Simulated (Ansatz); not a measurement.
# CH6AlSi radical: a ladder of functionals and wavefunction methods

How much do the methods differ for CH6AlSi radical? The plan is to run it at one geometry with functionals of several rungs and with coupled cluster. The yardstick is the atomisation energy at the CCSD(T) limit.

The runs use Ansatz 0.2.0, Gaussian basis; functionals in def2-TZVPP, the program's frozen cores in correlated methods.

The runs, in order: LDA (SPW92), PBE-D4, revPBE-D4, BLYP-D4, r2SCAN-D4, B97M-V, PBE0-D4, B3LYP-D4, r2SCANh-D4, r2SCAN0-D4, HSE06-D4, BHLYP-D4, CAM-B3LYP-D4, LC-ωPBE, ωB97X-V, ωB97M-V, B2PLYP, PBE-QIDH; CCSD(T)/def2-SVP; CCSD(T)/def2-TZVPP; CCSD(T)/def2-QZVPP; extrapolation to the limit; RPA on PBE.

### Step 1. The geometry

An earlier PBE0-D4 in a triple-zeta def2 set relaxation fixed the geometry.

SMILES `[CH3][Al][SiH3]`, 9 atoms, charge 0, spin multiplicity 2.

Atoms are counted from 1 here; the program's logs count them from 0.

Bond lengths: C1–Al2 1.969 Å, C1–H4 1.094 Å, C1–H5 1.095 Å, C1–H6 1.095 Å, Al2–Si3 2.485 Å, Si3–H7 1.493 Å, Si3–H8 1.494 Å, Si3–H9 1.492 Å. Angles: Al2–C1–H4 112.2°, Al2–C1–H5 110.7°, Al2–C1–H6 110.5°, H4–C1–H5 108.4°, H4–C1–H6 108.3°, H5–C1–H6 106.6°, C1–Al2–Si3 121.4°, Al2–Si3–H7 109.8°, Al2–Si3–H8 115.5°, Al2–Si3–H9 109.9°, H7–Si3–H8 107.3°, H7–Si3–H9 106.8°, H8–Si3–H9 107.3°.

Geometry (Å):

```xyz
9

C    -0.8733    1.3192   -1.1649
Al    0.6302    0.9453    0.0500
Si    0.8927   -1.2732    1.1377
H    -1.5241    0.4501   -1.2956
H    -0.5081    1.6275   -2.1499
H    -1.4789    2.1474   -0.7826
H     2.2068   -1.8703    0.7576
H    -0.1627   -2.2787    0.8091
H     0.9058   -1.1135    2.6216
```

### Step 2. LDA

This LDA is Slater exchange with PW92 correlation.

The input, in.yaml:

```yaml
crystal:
  periodic: [false, false, false]
  atoms:
    - {symbol: C, position_ang: [-0.873300, 1.319152, -1.164922]}
    - {symbol: Al, position_ang: [0.630214, 0.945270, 0.050011]}
    - {symbol: Si, position_ang: [0.892743, -1.273181, 1.137719]}
    - {symbol: H, position_ang: [-1.524055, 0.450068, -1.295566]}
    - {symbol: H, position_ang: [-0.508084, 1.627486, -2.149866]}
    - {symbol: H, position_ang: [-1.478921, 2.147445, -0.782556]}
    - {symbol: H, position_ang: [2.206783, -1.870282, 0.757559]}
    - {symbol: H, position_ang: [-0.162687, -2.278702, 0.809058]}
    - {symbol: H, position_ang: [0.905806, -1.113455, 2.621563]}
basis:
  gaussian: {orbitals: def2-TZVPP}
magnetization: {spin_polarized: true, initial_magnetization: 1}
hamiltonian: {xc: lda}
output: {orbitals: {seedname: orbitals}}
```

Launch:

```console
> ansatz run in.yaml --threads 2 --pin off --events-out ev --progress --plain --max-ram 32768MiB --backend cpu
```

After this run come: PBE-D4 (GGA); revPBE-D4 (GGA); BLYP-D4 (GGA); r2SCAN-D4 (meta-GGA); B97M-V (meta-GGA); B3LYP-D4 (hybrid); r2SCANh-D4 (hybrid); r2SCAN0-D4 (hybrid); HSE06-D4 (hybrid); BHLYP-D4 (hybrid); CAM-B3LYP-D4 (range-separated); LC-ωPBE (range-separated); ωB97X-V (range-separated); ωB97M-V (range-separated); B2PLYP (double hybrid); PBE-QIDH (double hybrid); CCSD(T) in def2-SVP; CCSD(T) in def2-TZVPP; CCSD(T) in def2-QZVPP; RPA on PBE orbitals.

Before running them: what should the planned runs give, taken together? Wanted: atomisation energy, CCSD(T)/CBS; farthest beyond LDA; mean size of error, GGA; mean size of error, meta-GGA; mean size of error, hybrid; mean size of error, range-separated; mean size of error, double hybrid; gap, smallest and largest; T1 diagnostic.

**Answer**, as computed:

| quantity | value |
| --- | --- |
| atomisation energy, CCSD(T)/CBS | 2697.1 kJ/mol |
| functionals within 13.5 kJ/mol (0.5 %) | PBE-D4, PBE0-D4, B3LYP-D4, r2SCANh-D4, r2SCAN0-D4, HSE06-D4, CAM-B3LYP-D4, LC-ωPBE, ωB97M-V |
| farthest beyond LDA | B2PLYP (-34.6 kJ/mol) |
| mean size of error, GGA | 21.2 kJ/mol |
| mean size of error, meta-GGA | 22.1 kJ/mol |
| mean size of error, hybrid | 9.7 kJ/mol |
| mean size of error, range-separated | 10.3 kJ/mol |
| mean size of error, double hybrid | 27.1 kJ/mol |
| gap, smallest and largest | 1.00 eV (LDA (SPW92)), 7.60 eV (LC-ωPBE) |
| T1 diagnostic | 0.0146 |
| triples share of the correlation energy | 3.5 % |

In words: LDA overbinds by 294.5 kJ/mol (11 %). PBE-D4 misses by +5.0 kJ/mol. Double hybrids carry the basis error of their MP2 part in triple zeta, and no dispersion term here, so their miss is partly the set-up's. The rungs hybrid, range-separated miss on average by less than the doubt on the reference (13.5 kJ/mol), so they tie. Misses under about 13.5 kJ/mol are within the doubt on the reference itself, which lacks core-valence correlation, relativity and higher excitations. Hartree-Fock recovers 77 % of the binding; the rest is correlation. CCSD(T) in def2-SVP is off by -146.1 kJ/mol, so the small basis spoils what the method gains. The gap grows from 1.0 to 7.6 eV across the functionals, mostly with the share of exact exchange.
